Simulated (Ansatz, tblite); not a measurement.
Cost and result up the ladder for the cluster Si₃⁻ (3 atoms). Total charge -1; doublet. Geometry: PBE-D4/def2-TZVPD.

Cartesian coordinates in Å:
```
Si -0.0330 -0.9652 0.9772
Si 0.4658 1.2805 0.1752
Si -0.4328 -0.3153 -1.1523
```

Ansatz on 4 threads of Arm Neoverse V2 on a shared host; xTB runs through tblite on one thread. Times are rough, summed over both states, and most runs start from the orbitals of an earlier one. PBE0-D4/def2-TZVPD serves as the yardstick here, not as an exact answer. The other state is a triplet.

The xTB rows come from tblite. The structure comes from a short search, and lower isomers may exist.

Raw xTB energies of ions are shifted by several eV, and xTB has no spin-polarisation term.

| level | functions | vertical IE (eV) | difference from PBE0-D4/def2-TZVPD (eV) | remarks |
| --- | --- | --- | --- | --- |
| PBE0-D4/def2-TZVPD | 129 | 2.31 | 0.00 | – |
| GFN1-xTB | 27 | 7.17 | 4.86 | – |
| r2SCAN-D4/def2-TZVPD (with forces) | 129 | 2.30 | -0.01 | HOMO above zero (-1 doublet) |
| PBE-D4/def2-TZVPD | 129 | 2.25 | -0.06 | HOMO above zero (-1 doublet) |

Q: Estimate how long each takes.

A: GFN1-xTB 0.005 s; PBE-D4/def2-TZVPD 3.5 s; PBE0-D4/def2-TZVPD 8.2 s; r2SCAN-D4/def2-TZVPD (with forces) 8.7 s. On shared hardware such times vary by a factor of up to 3.
